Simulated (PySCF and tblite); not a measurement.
Values are calculated unless marked as measured or tabulated.
C4H10O, numbered as in [CH3:1][CH2:2][CH2:3][O:4][CH3:5]. Geometries PBE0-D3(BJ)/def2-SVP; weights from CAM-B3LYP-D3(BJ)/def2-TZVP (IEF-PCM, chloroform) energies and GFN2-xTB thermal corrections, with symmetry numbers and mirror pairs. Conformers within 3 kcal/mol (GFN2-xTB free energy) were kept, 8 at most. GIAO shieldings: wB97X-D/pcSseg-1 (IEF-PCM, chloroform). Shifts are against TMS (¹H), TMS (¹³C) at the same level. Run with PySCF (density fitting) and tblite.

Torsions listed: C1–C2–C3–O4, C2–C3–O4–C5. Of a mirror pair one member is shown.

```csv
conformer,shape,point group,mirror pair,ΔE(DFT),Δ(G−E) at 250 K,δ C3 (ppm)
1,"62°, -177°",C1,yes,0.00,0.00,74.8
2,"-179°, -179°",Cs,no,0.05,-0.08,76.9
3,"55°, 72°",C1,yes,1.02,0.19,73.3
4,"176°, 74°",C1,yes,1.19,0.13,75.7
```

Energies in kcal/mol; the thermal term leaves out symmetry numbers and mirror images.

**Question.** Work out the weights at 250 K and the ¹³C shift of C3 under fast exchange.

**Answer.** RT = 0.497 kcal/mol. Each conformer gets RT ln(σ/g), with σ the rotational symmetry number and g = 2 for a mirror pair: 1: σ = 1, g = 2, G = 0.00 + 0.00 − 0.34 = -0.34, 0.00 above the lowest, exp(−ΔG/RT) = 1.000; 2: σ = 1, g = 1, G = 0.05 − 0.08 + 0.00 = -0.02, 0.32 above the lowest, exp(−ΔG/RT) = 0.526; 3: σ = 1, g = 2, G = 1.02 + 0.19 − 0.34 = 0.87, 1.21 above the lowest, exp(−ΔG/RT) = 0.087; 4: σ = 1, g = 2, G = 1.19 + 0.13 − 0.34 = 0.98, 1.33 above the lowest, exp(−ΔG/RT) = 0.069. The sum is 1.682, so the weights are 59.5, 31.2, 5.2, 4.1 %. The averaged shift is 75.4 ppm. At 298.15 K it is 75.4 ppm. At 298.15 K the leading conformer alone gives 74.8 ppm and bare DFT energies give 75.6 ppm.
